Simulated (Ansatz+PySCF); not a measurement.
A calculation with Ansatz (development build ahead of 0.2.0).

```yaml
crystal:
  periodic: [false, false, false]
  atoms:
    - { symbol: "N", position_ang: [0.0, 0.0, -1.33149] }
    - { symbol: "N", position_ang: [0.0, 0.0, 1.33149] }
basis:
  gaussian: { orbitals: STO-3G }
total_charge: 1
magnetization:
  initial_magnetization: 1
hamiltonian:
  xc: hf
correlation:
  method: mp2
  frozen_orbitals: { "N": 1 }
output:
  forces: true
```

The input is written out in the form of the current development build from the run's settings. Correlation on restricted open-shell orbitals is semicanonical, with singles.

The run gave:

* Converged: yes
* Reference energy: -106.73060 hartree
* Correlation energy: -0.06397 hartree
* Total energy: -106.79456 hartree
* Spin squared of the determinant: 0.750
* Stability test: minimum among restricted orbitals

Forces (eV/Å):
```
atom     Fx     Fy      Fz
  N1  0.000  0.000   2.387
  N2  0.000  0.000  -2.387
```

Caution: bonds are stretched, where a single reference can fail; an unrestricted determinant lies well below; the charge can sit on one fragment and break the point group; the determinant may break the point group; another reference gives a lower total.
